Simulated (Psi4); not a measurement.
# Si2H6O (disiloxane): levels of theory compared

Wanted: a comparison of 3 runs (CAM-B3LYP/cc-pVDZ, M06-2X/cc-pVDZ, PBE0/cc-pVDZ) of Si2H6O (disiloxane). 

Program for the calculation: Psi4 1.11.

### Step 1. Starting point

Si2H6O: 9 atoms, total charge 0, spin state singlet. SMILES: `[SiH3]O[SiH3]`. One bond was lengthened or shortened from a relaxed shape.

Bond lengths: Si1–O2 1.879 Å, O2–Si3 1.634 Å, Si1–H4 1.487 Å, Si1–H5 1.483 Å, Si1–H6 1.487 Å, Si3–H7 1.483 Å, Si3–H8 1.486 Å, Si3–H9 1.487 Å. Some angles: Si1–O2–Si3 147.2°, O2–Si1–H4 110.2°, O2–Si1–H5 108.3°, O2–Si1–H6 110.2°, O2–Si3–H7 108.3°, O2–Si3–H8 110.2°, O2–Si3–H9 110.2°, H4–Si1–H5 109.6°, H4–Si1–H6 109.0°, H5–Si1–H6 109.6°.

### Step 2. Energy and forces at CAM-B3LYP/cc-pVDZ (run 1)

File h6osi2.inp:

```
memory 2.2 GB

molecule mol {
  0 1
  Si    -0.880661     1.196907    -1.020638
  O      0.425550     0.090990    -0.245380
  Si     0.775570    -1.038810     0.881750
  H     -1.957641     0.370827    -1.626778
  H     -0.231011     2.016667    -2.071338
  H     -1.476541     2.087007     0.010212
  H      2.224270    -1.343130     0.800010
  H     -0.009310    -2.275600     0.628780
  H      0.448290    -0.527870     2.238910
  symmetry c1
  no_reorient
  no_com
}

set {
  reference rks
  puream true
  e_convergence 1e-09
  d_convergence 1e-08
  scf_type pk
  dft_radial_points 99
  dft_spherical_points 590
}

e, wfn = gradient('cam-b3lyp/cc-pVDZ', return_wfn=True)
oeprop(wfn, 'WIBERG_LOWDIN_INDICES', 'MAYER_INDICES', 'QUADRUPOLE')
```

Started as:

```bash
$ psi4 h6osi2.inp h6osi2.out -n 1
```

h6osi2.out:

```text
[...]
  Running in c1 symmetry.
[...]
  Nuclear repulsion =  151.324139051363659
[...]
  Multiplicity = 1
[...]
  Nalpha       = 21
  Nbeta        = 21
[...]
    Number of basis functions: 80
[...]
   @RKS iter   1:  -657.68696177325228   -7.23546e-01   7.36107e-03 ADIIS/DIIS
[...]
   @RKS iter  10:  -657.82525863191222   -9.66338e-12   6.84319e-09 DIIS
[...]
  @RKS Final Energy:  -657.82525863191222
   => Energetics <=
    Nuclear Repulsion Energy =            151.3241390513636588
    One-Electron Energy =               -1210.6123441453071337
    Two-Electron Energy =                 441.0610478053226302
    DFT Exchange-Correlation Energy =     -39.5981013432915177
    Empirical Dispersion Energy =           0.0000000000000000
    VV10 Nonlocal Energy =                  0.0000000000000000
    Total Energy =                       -657.8252586319122202
[...]
  -Total Gradient:
     Atom            X                  Y                   Z
    ------   -----------------  -----------------  -----------------
       1       -0.043083025968     0.039842847780    -0.029243133984
       2        0.051136819827    -0.058879842183     0.047482475069
       3        0.001518909513     0.007752523656    -0.009020442089
       4       -0.001309125187     0.003141187611    -0.000609539584
       5       -0.004201737582     0.001567000803    -0.000408833691
       6       -0.001906505559     0.000919408528    -0.002685714747
       7       -0.003422410719     0.001064638480    -0.000178049905
       8        0.001147213101     0.004221997957    -0.000865578756
       9        0.000118131758     0.000367181489    -0.004467701533
[...]
 Multipole Moments:
 ------------------------------------------------------------------------------------
     Multipole            Electronic (a.u.)      Nuclear  (a.u.)        Total (a.u.)
 ------------------------------------------------------------------------------------
 L = 1.  Multiply by 2.5417464519 to convert [e a0] to [Debye]
 Dipole X            :         -2.2369093            1.7596808           -0.4772285
 Dipole Y            :         -5.8328563            6.1778530            0.3449966
 Dipole Z            :          7.2049788           -7.4222319           -0.2172531
 Magnitude           :                                                    0.6276692
 L = 2.  Multiply by 1.3450342976 to convert [e a0^2] to [Debye ang]
 Quadrupole XX       :       -140.2905898          114.0672544          -26.2233355
 Quadrupole XY       :        117.5220851         -118.5696686           -1.0475834
[...]
```

It took 63 s on 1 thread of Intel Xeon at 2.60GHz (Ice Lake), shared host; peak memory 1.4 GiB.

### Step 3. The energy at M06-2X/cc-pVDZ (run 2)

File h6osi2.dat:

```
memory 2200 MB

molecule m {
  0 1
  Si
  O 1 1.8789
  Si 2 1.633825 1 147.20399
  H 1 1.486506 2 110.17127 3 -62.13547
  H 1 1.482573 4 109.61905 2 119.02727
  H 1 1.486608 5 109.63374 4 -119.57661
  H 3 1.482573 2 108.25491 1 -177.98106
  H 3 1.486499 7 109.61973 2 120.20271
  H 3 1.486625 7 109.63335 8 119.57622
  units angstrom
  symmetry c1
}

set {
  basis                cc-pVDZ
  puream               true
  e_convergence        1e-09
  d_convergence        1e-08
  scf_type             pk
  dft_radial_points    99
  dft_spherical_points 590
}

energy_value, wavefunction = energy("m06-2x", return_wfn=True)
oeprop(wavefunction, "DIPOLE", "MULLIKEN_CHARGES", "LOWDIN_CHARGES", title="M06-2X")
```

Started as:

```bash
$ psi4 -n 1 h6osi2.dat h6osi2.out
```

h6osi2.out:

```text
[...]
  Running in c1 symmetry.
[...]
  Nuclear repulsion =  151.324135108828528
[...]
  Multiplicity = 1
[...]
  Nalpha       = 21
  Nbeta        = 21
[...]
    Number of basis functions: 80
[...]
   @RKS iter   1:  -657.65780613536549   -7.05576e-01   6.17767e-03 DIIS/ADIIS
[...]
   @RKS iter  10:  -657.76001806119484   -1.42109e-11   6.44491e-09 DIIS
[...]
  @RKS Final Energy:  -657.76001806119484
   => Energetics <=
    Nuclear Repulsion Energy =            151.3241351088285285
    One-Electron Energy =               -1210.7776375125763479
    Two-Electron Energy =                 426.7003941358576640
    DFT Exchange-Correlation Energy =     -25.0069097933048283
    Empirical Dispersion Energy =           0.0000000000000000
    VV10 Nonlocal Energy =                  0.0000000000000000
    Total Energy =                       -657.7600180611948417
[...]
 Multipole Moments:
 ------------------------------------------------------------------------------------
     Multipole            Electronic (a.u.)      Nuclear  (a.u.)        Total (a.u.)
 ------------------------------------------------------------------------------------
 L = 1.  Multiply by 2.5417464519 to convert [e a0] to [Debye]
 Dipole X            :          0.0000535           -0.0006819           -0.0006284
 Dipole Y            :          1.1192178           -1.1811055           -0.0618876
 Dipole Z            :         -0.1514655           -0.4895469           -0.6410124
 Magnitude           :                                                    0.6439933
[...]
  Mulliken Charges: (a.u.)
   Center  Symbol    Alpha    Beta     Spin     Total
       1    SI     6.72818  6.72818  0.00000  0.54364
       2     O     4.29761  4.29761  0.00000 -0.59521
       3    SI     6.73699  6.73699  0.00000  0.52602
       4     H     0.52944  0.52944  0.00000 -0.05889
       5     H     0.52621  0.52621  0.00000 -0.05242
       6     H     0.52953  0.52953  0.00000 -0.05906
       7     H     0.54536  0.54536  0.00000 -0.09071
       8     H     0.55323  0.55323  0.00000 -0.10646
       9     H     0.55346  0.55346  0.00000 -0.10692
   Total alpha = 21.00000, Total beta = 21.00000, Total charge =  0.00000
[...]
```

Run time: 42 s. Hardware: 1 thread of Intel Xeon at 2.60GHz (Ice Lake), shared host; peak memory 1.6 GiB.

### Step 4. Energy and gradient at PBE0/cc-pVDZ (run 3)

File calc.in:

```
memory 2200 MB

molecule {
  0 1
  Si    -1.66420810     2.26182643    -1.92872629
  O      0.80417295     0.17194618    -0.46370100
  Si     1.46561489    -1.96306640     1.66626601
  H     -3.69940534     0.70076147    -3.07416489
  H     -0.43654752     3.81094831    -3.91426153
  H     -2.79025810     3.94387165     0.01929788
  H      4.20326113    -2.53814785     1.51179980
  H     -0.01759335    -4.30026077     1.18822199
  H      0.84714532    -0.99752973     4.23092672
  units bohr
  symmetry c1
  no_reorient
  no_com
}

set globals {
  puream               true
  e_convergence        1e-09
  d_convergence        1e-08
  scf_type             pk
  dft_radial_points    99
  dft_spherical_points 590
}

e, wfn = gradient('pbe0/cc-pVDZ', return_wfn=True)
oeprop(wfn, 'WIBERG_LOWDIN_INDICES', 'MULLIKEN_CHARGES', 'LOWDIN_CHARGES')
```

Started as:

```bash
$ psi4 -i calc.in -o calc.out -n 1
```

calc.out:

```text
[...]
  Running in c1 symmetry.
[...]
  Nuclear repulsion =  151.324139043012764
[...]
  Multiplicity = 1
[...]
  Nalpha       = 21
  Nbeta        = 21
[...]
    Number of basis functions: 80
[...]
   @RKS iter   1:  -657.36212898555561   -5.73118e-01   7.44789e-03 DIIS/ADIIS
[...]
   @RKS iter  10:  -657.50936144328261   -1.93268e-12   4.79923e-09 DIIS
[...]
  @RKS Final Energy:  -657.50936144328261
   => Energetics <=
    Nuclear Repulsion Energy =            151.3241390430127638
    One-Electron Energy =               -1210.8051952708481167
    Two-Electron Energy =                 441.5306680070793277
    DFT Exchange-Correlation Energy =     -39.5589732225265038
    Empirical Dispersion Energy =           0.0000000000000000
    VV10 Nonlocal Energy =                  0.0000000000000000
    Total Energy =                       -657.5093614432823870
[...]
 Multipole Moments:
 ------------------------------------------------------------------------------------
     Multipole            Electronic (a.u.)      Nuclear  (a.u.)        Total (a.u.)
 ------------------------------------------------------------------------------------
 L = 1.  Multiply by 2.5417464519 to convert [e a0] to [Debye]
 Dipole X            :         -2.2288550            1.7596808           -0.4691742
 Dipole Y            :         -5.8356480            6.1778529            0.3422050
 Dipole Z            :          7.2053806           -7.4222319           -0.2168514
 Magnitude           :                                                    0.6198816
[...]
  -Total Gradient:
     Atom            X                  Y                   Z
    ------   -----------------  -----------------  -----------------
       1       -0.042845364013     0.040302788396    -0.029830573222
       2        0.049116717563    -0.059845217865     0.049227730204
       3        0.002280914399     0.008372415705    -0.009958699068
       4        0.000301717729     0.004207753630     0.000321414113
       5       -0.005134183278     0.000408502183     0.001082333628
       6       -0.000970122536    -0.000435825985    -0.004059066627
       7       -0.005457122989     0.001339426201     0.000104127895
       8        0.002184766918     0.005950651779    -0.000527871486
       9        0.000520858209    -0.000305928852    -0.006353157147
[...]
```

Wall time 39 s (1 thread of Intel Xeon at 2.60GHz (Ice Lake), shared host); peak memory 1.4 GiB.

### Step 5. Overview of the runs

| run | level | task | energy (Eh) | dipole moment (D) | HOMO energy (eV) | LUMO energy (eV) | wall time |
| --- | --- | --- | --- | --- | --- | --- | --- |
| 1 | CAM-B3LYP/cc-pVDZ | gradient | -657.825259 | 1.60 | -9.53 | 0.77 | 63 s |
| 2 | M06-2X/cc-pVDZ | energy | -657.760018 | 1.64 | -9.55 | 0.61 | 42 s |
| 3 | PBE0/cc-pVDZ | gradient | -657.509361 | 1.58 | -8.16 | -0.40 | 39 s |

### Step 6. Summary of results

| quantity | value |
| --- | --- |
| run 3: total energy | -657.50936 Eh |
| run 3: dipole moment | 1.58 D |
| run 3: HOMO energy | -8.16 eV |
| run 3: LUMO energy | -0.40 eV |
| run 3: HOMO–LUMO gap | 7.76 eV |
| run 3: largest force on an atom | 4.718 eV/Å |

The dipole moment (its size) runs from 1.58 D (PBE0/cc-pVDZ) to 1.64 D (M06-2X/cc-pVDZ). The HOMO–LUMO gap runs from 7.76 eV (PBE0/cc-pVDZ) to 10.29 eV (CAM-B3LYP/cc-pVDZ). Totals of different functionals can't be ranked against each other. All runs together took 2.4 min, the longest 63 s.
